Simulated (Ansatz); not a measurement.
# C2H2O (ethynol): where methods fail along a bond

C2H2O has 5 atoms, charge 0, and is taken as a singlet. As SMILES, `C#CO`. The shape is that of a PBE0-D4/def2-TZVP optimisation.

```csv
atom,x (Å),y (Å),z (Å)
C,-1.0280,0.0386,-0.4241
C,0.0098,-0.0530,0.1669
O,1.0978,-0.1761,0.8699
H,-1.9454,0.1219,-0.9532
H,1.8658,0.0686,0.3406
```

The C1–H4 distance is scanned; the parts on either side stay rigid. Basis STO-3G, 3 core orbitals frozen in the correlated methods; program Ansatz 0.2.0. FCI is exact within this basis and core. Energies in eV from each method's value at 1.062 Å; methods without a U are spin-restricted; a dash marks a point that is missing or didn't converge. The shape above is that at 1.062 Å.

```csv
distance (Å),BHLYP,r2SCAN0,HSE06,RPA@PBE,MP2,CCSDT,CCSDT(Q),FCI
1.062,0.00,0.00,0.00,0.00,0.00,0.00,0.00,0.00
1.328,1.09,1.06,1.00,0.82,1.00,0.88,0.87,0.87
1.594,3.10,3.02,2.90,2.53,2.94,2.58,2.58,2.58
2.125,6.88,6.63,6.40,5.45,6.32,5.12,5.13,5.14
2.656,9.33,8.88,8.57,–,7.80,5.89,5.94,5.96
```

Departure from the FCI curve at its largest: BHLYP +3.37 eV at 2.66 Å; r2SCAN0 +2.92 eV at 2.66 Å; HSE06 +2.62 eV at 2.66 Å; RPA@PBE +0.31 eV at 2.12 Å; MP2 +1.85 eV at 2.66 Å; CCSDT -0.06 eV at 2.66 Å; CCSDT(Q) -0.01 eV at 2.12 Å. Restricted functionals keep the electrons paired too, and rise too high.
